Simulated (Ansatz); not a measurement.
Zr3Cd2: computed properties

The calculation used Ansatz, DFT PBE, scalar-relativistic, plane waves, PAW.

Settings: cutoff 420 eV, Γ-centred mesh 6×8×6 on the computed 5-atom cell, Gaussian smearing of 0.10 eV; no spin polarisation.

The structure is relaxed at this level of theory with its symmetry kept. Whether it is the stable form of this composition wasn't checked.

```
CELL_PARAMETERS angstrom
5.59457 0.00000 0.00000
0.00000 5.21179 0.00000
0.00000 0.00000 5.59603
ATOMIC_POSITIONS crystal
Zr 0.00000 0.00000 0.50000
Zr 0.50000 0.00000 0.00000
Zr 0.00000 0.00000 0.00000
Cd 0.50000 0.50000 0.50000
Cd 0.50000 0.00000 0.50000
```

| Item | Value |
| --- | --- |
| Space group | P4/mmm (No. 123) |
| Volume per atom | 32.63 Å³ |
| Formation energy from the elements' standard states (uncorrected) | +1.143 eV/atom |
| Kohn–Sham band gap | none (metal) |
| Density of states at the Fermi level | 5.12 states/eV per cell |
| Löwdin character within 0.5 eV of the Fermi level | Zr 4d 75 %, Zr 5s 9 %, unprojected 13 % |
| Bulk modulus | 43 GPa |
| Its pressure derivative | 5.3 |
| Bader charges (e) | Zr (2 in the cell) 0.54, Zr (1 in the cell) 0.04, Cd (1 in the cell) -0.06, Cd (1 in the cell) -1.07 |